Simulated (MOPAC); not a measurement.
MOPAC input (MNDO):

```
MNDO 1SCF CHARGE=-1 GEO-OK AUX(PRECISION=9) THREADS=1
CHF2

C    -0.14705728 1   -0.01302798 1    0.65292698 1
F     0.01653730 1    1.14223575 1   -0.25159314 1
F    -0.01718667 1   -1.12927050 1   -0.30451251 1
H     0.88818797 1   -0.03851944 1    1.08738899 1
```

From the last part of the output:

```
                                                       MOPAC v23.2.5 Linux

          FINAL HEAT OF FORMATION =        -76.25086 KCAL/MOL =    -319.03362 KJ/MOL

          COSMO AREA              =         73.26 SQUARE ANGSTROMS
          COSMO VOLUME            =         54.79 CUBIC ANGSTROMS

          IONIZATION POTENTIAL    =          2.318446 EV
          HOMO LUMO ENERGIES (EV) =         -2.318 10.872
          NO. OF FILLED LEVELS    =         10
          MOLECULAR WEIGHT        =         51.0157         POINT GROUP:  Cs

          MOLECULAR DIMENSIONS (Angstroms)

            Atom       Atom       Distance
            F     3    F     2     2.27237
            H     4    F     2     1.62970
            H     4    C     1     0.63075

          SCF CALCULATIONS        =          1

   ATOM   CHEMICAL          X               Y               Z
  NUMBER   SYMBOL      (ANGSTROMS)     (ANGSTROMS)     (ANGSTROMS)

     1       C         -0.14705728  *  -0.01302798  *   0.65292698  *
     2       F          0.01653730  *   1.14223575  *  -0.25159314  *
     3       F         -0.01718667  *  -1.12927050  *  -0.30451251  *
     4       H          0.88818797  *  -0.03851944  *   1.08738899  *

                             CARTESIAN COORDINATES

   1    C       -0.147057280    -0.013027980     0.652926980
   2    F        0.016537300     1.142235750    -0.251593140
   3    F       -0.017186670    -1.129270500    -0.304512510
   4    H        0.888187970    -0.038519440     1.087388990

           Empirical Formula: C H F2  =     4 atoms

      MOLECULAR POINT GROUP   :   Cs

                  EIGENVALUES
 -37.43038 -33.59569 -16.58735  -9.91406  -9.69703  -8.58173  -7.86016  -7.56742
  -6.79719  -2.31845  10.87209  11.42434  11.59880

              NET ATOMIC CHARGES AND DIPOLE CONTRIBUTIONS

  ATOM NO.   TYPE          CHARGE      No. of ELECS.   s-Pop       p-Pop
    1          C          -0.024308        4.0243     1.62341     2.40090
    2          F          -0.407627        7.4076     1.91931     5.48832
    3          F          -0.407627        7.4076     1.91931     5.48832
    4          H          -0.160437        1.1604     1.16044
 DIPOLE           X         Y         Z       TOTAL
 POINT-CHG.    -0.749     0.011     0.021     0.750
 HYBRID         1.670    -0.008    -0.728     1.822
 SUM            0.921     0.003    -0.707     1.161

          ATOMIC ORBITAL ELECTRON POPULATIONS

     Atom    s        px        py        pz
    1  C   1.62341   1.15291   0.52128   0.72672
    2  F   1.91931   1.98529   1.68963   1.81340
    3  F   1.91931   1.98761   1.70801   1.79270
    4  H   1.16044

 **********************
 *                    *
 * JOB ENDED NORMALLY *
 *                    *
 **********************

 == MOPAC DONE ==
```

The dipole moment of an ion depends on the origin.
